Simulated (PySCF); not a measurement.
# Basis set benchmark on one molecule

Molecule: `CCCC(=O)Cl`, C₄H₇ClO.

Molfile (atoms numbered from 1):
```
C4H7ClO
     RDKit          3D

 13 12  0  0  0  0  0  0  0  0999 V2000
    1.8315    0.0428    0.0247 C   0  0  0  0  0  0  0  0  0  0  0  0
    0.4489   -0.4145   -0.4097 C   0  0  0  0  0  0  0  0  0  0  0  0
   -0.6574    0.3115    0.3372 C   0  0  0  0  0  0  0  0  0  0  0  0
   -2.0362   -0.1163   -0.0676 C   0  0  0  0  0  0  0  0  0  0  0  0
   -2.3334   -0.9324   -0.8695 O   0  0  0  0  0  0  0  0  0  0  0  0
   -3.3043    0.7836    0.8348 Cl  0  0  0  0  0  0  0  0  0  0  0  0
    1.9738    1.1208   -0.1533 H   0  0  0  0  0  0  0  0  0  0  0  0
    1.9975   -0.1388    1.0986 H   0  0  0  0  0  0  0  0  0  0  0  0
    2.6188   -0.4911   -0.5275 H   0  0  0  0  0  0  0  0  0  0  0  0
    0.3154   -0.2563   -1.4921 H   0  0  0  0  0  0  0  0  0  0  0  0
    0.3365   -1.4993   -0.2524 H   0  0  0  0  0  0  0  0  0  0  0  0
   -0.6031    1.4048    0.1954 H   0  0  0  0  0  0  0  0  0  0  0  0
   -0.5822    0.1655    1.4289 H   0  0  0  0  0  0  0  0  0  0  0  0
  1  2  1  0
  2  3  1  0
  3  4  1  0
  4  5  2  0
  4  6  1  0
  1  7  1  0
  1  8  1  0
  1  9  1  0
  2 10  1  0
  2 11  1  0
  3 12  1  0
  3 13  1  0
M  END
```

Geometry PBE0-D3(BJ)/def2-SVP throughout; GIAO in PySCF, gas phase, one conformer, non-relativistic; equivalent atoms averaged; functional PBE0.

Reference values (measured; solution, not stated per compound (mostly CDCl3 or CCl4); Pretsch, Buehlmann, Badertscher, Structure Determination of Organic Compounds, 4th ed. (2009)): δ(C3) = 48.9 ppm, δ(C2) = 18.8 ppm, δ(C1) = 13.0 ppm, δ(H12/H13) = 2.87 ppm, δ(H10/H11) = 1.74 ppm, δ(H7/H8/H9) = 1.00 ppm. Computed shifts are taken against TMS, calculated as an isolated molecule at each level.

How do the basis sets pcSseg-0, cc-pVDZ, aug-cc-pVDZ, cc-pVTZ, IGLO-III, pcSseg-2 perform against the reference? Times are CPU seconds on 1 thread of an Intel Xeon 6975P-C, shared host.

## Answers


```tsv
basis set	functions	C3	C2	C1	H12/H13	H10/H11	H7/H8/H9	mean abs. error C	mean abs. error H	core-s
pcSseg-0	72	53.1	18.9	16.0	2.79	1.54	1.07	2.4	0.12	4.1
cc-pVDZ	123	50.5	21.9	15.1	2.53	1.45	0.81	2.3	0.27	8
aug-cc-pVDZ	205	49.9	21.6	14.0	2.95	1.68	0.95	1.6	0.06	16
cc-pVTZ	282	51.7	21.2	14.2	2.85	1.61	0.88	2.1	0.09	26
IGLO-III	289	53.4	21.7	14.4	2.91	1.64	0.87	2.9	0.09	27
pcSseg-2	321	53.7	21.9	14.8	2.83	1.61	0.89	3.2	0.09	35
```

For $^{13}$C the closest is aug-cc-pVDZ (1.6 ppm) and the furthest pcSseg-2 (3.2 ppm).

For $^{1}$H the closest is aug-cc-pVDZ (0.06 ppm, with cc-pVTZ, IGLO-III, pcSseg-2 practically level) and the furthest cc-pVDZ (0.27 ppm). Where a smaller basis beats a larger one, errors probably cancel; the largest sets show where the functional converges. One molecule is a small sample, and vibrational and solvent effects are absent from the calculation.

A small basis that lands close on one nucleus may do so by chance; judge by the trend and by all nuclei.
